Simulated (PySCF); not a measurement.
# How the method changes the constants of Si₂

State: ³Σg⁻ (triplet), unpaired electrons π ↑↑. Set-up: PySCF, no relativity, basis sets Si def2-TZVPP. De refers to Si + Si in their high-spin ground configurations, without counterpoise correction. The functionals are run spin-unrestricted.

```
      Level  Re (Å)  ωe (cm⁻¹)  De (eV)  CPU s a point (SCF and correlation, without the integrals)
        UHF   2.218        575     1.81                                                        0.64
    UHF-MP2   2.252        521     3.04                                                         1.1
UHF-SCS-MP2   2.243        534     2.89                                                         n/a
   UHF-CCSD   2.247        530     2.90                                                         n/a
UHF-CCSD(T)   2.261        511     3.07                                                          15
        LDA   2.269        491     4.04                                                        0.85
        PBE   2.287        483     3.53                                                         1.1
       BP86   2.289        479     3.52                                                        0.65
     r²SCAN   2.262        509     3.38                                                         1.6
      TPSSh   2.263        509     3.33                                                         1.9
       PBE0   2.255        519     3.34                                                         1.9
    ωB97X-V   2.227        556     3.25                                                           4
     B2PLYP   2.261        505     3.17                                                         1.3
```

Which functional lies closest to UHF-CCSD(T) in De, which farthest, and by how much do they differ from it?

Closest is B2PLYP (+0.0 pm in Re, -1.2 % in ωe, +0.10 eV in De against UHF-CCSD(T) in the same basis), farthest LDA (+0.8 pm in Re, -3.9 % in ωe, +0.97 eV in De). CCSD(T) converges more slowly with the basis than the functionals do and binds too weakly in this one, so the order can change at the basis-set limit.

What does the step from GGA to meta-GGA do here, going from PBE to r²SCAN?

r²SCAN less PBE: -2.5 pm in Re, +5.4 % in ωe, -0.15 eV in De. 

Correlated steps freeze 10 core orbitals. B2PLYP dipoles, levels and charges come from its SCF part alone. The state was picked by a PBE0 search and need not be the measured ground state.

The whole job (state search and all levels along the bond) took about 6.4 min on 1 thread of Arm Neoverse V2 (shared host), peak memory 2.5 GiB.
